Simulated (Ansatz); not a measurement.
## How the polycrystal shear modulus of 1T (CdI2-type) TiSe₂ (undistorted form, which takes a superstructure on cooling) moves with the method

No measured value is used here.

```json
[
 {"level (code)": "LDA (Ansatz)", "value (GPa)": "31.9", "cell (Å³/atom)": "19.81"},
 {"level (code)": "PBE (Ansatz)", "value (GPa)": "[?]", "cell (Å³/atom)": "24.33"},
 {"level (code)": "PBEsol (Ansatz)", "value (GPa)": "26.1", "cell (Å³/atom)": "20.74"},
 {"level (code)": "PBE-D3(BJ) (Ansatz)", "value (GPa)": "29.9", "cell (Å³/atom)": "20.54"},
 {"level (code)": "PBE-D4 (Ansatz)", "value (GPa)": "26.5", "cell (Å³/atom)": "21.08"}
]
```

**Question.** Complete the blanks.

**Answer.** 
- PBE (Ansatz, a first-principles code), value (GPa): 11.5

LDA: LDA has no dispersion term either, though it tends to give short spacings of layers, chains or molecules. PBE, PBEsol: the cell comes from a level without a dispersion term, which matters for the spacing of layers, chains or molecules. PBE-D3(BJ), PBE-D4: the dispersion coefficients are held fixed in the derivatives. Each level is taken at its own relaxed cell. Ansatz's density-functional and Hartree–Fock values are scalar-relativistic unless marked +SOC, with PAW data made under PBE.
